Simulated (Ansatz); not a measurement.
## Ansatz (development build ahead of 0.2.0) run

```yaml
crystal:
  periodic: [false, false, false]
  atoms:
    - { symbol: Na, position_ang: [0.0, 0.0, 0.0] }
    - { symbol: B, position_ang: [0.0, 3.6225, 0.0] }
    - { symbol: O, position_ang: [0.0, -3.3617, 0.0] }
basis:
  gaussian: { orbitals: pcseg-2 }
magnetization:
  spin_polarized: true
  initial_magnetization: 2
hamiltonian:
  xc: pbe0
```

The input is written out in the form of the current development build from the run's settings.

Results

```json
{
  "Converged": "yes",
  "Total energy": "-261.86289 hartree",
  "Spin squared of the determinant": "2.308",
  "Stability test": "minimum"
}
```

Caution: the unrestricted determinant is spin contaminated; other spin multiplicities may lie lower.
